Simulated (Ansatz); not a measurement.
## Ansatz (development build ahead of 0.2.0) run

```yaml
crystal:
  periodic: [false, false, false]
  atoms:
    - { symbol: C, position_ang: [0.0, 0.0, 1.5] }
    - { symbol: C, position_ang: [0.0, 0.0, -1.5] }
    - { symbol: H, position_ang: [0.0, 0.0, 4.15] }
    - { symbol: H, position_ang: [0.0, 0.0, -4.15] }
basis:
  gaussian: { orbitals: pcseg-2 }
hamiltonian:
  xc: pbe0
```

The input is written out in the form of the current development build from the run's settings.

The run gave:

| Property | Result |
| --- | --- |
| Converged | yes |
| Total energy | -76.46719 hartree |
| Spin squared of the determinant | 0.000 |
| Stability test | minimum among restricted orbitals |

Caution: charge can spread falsely over distant fragments; an unrestricted determinant lies well below.
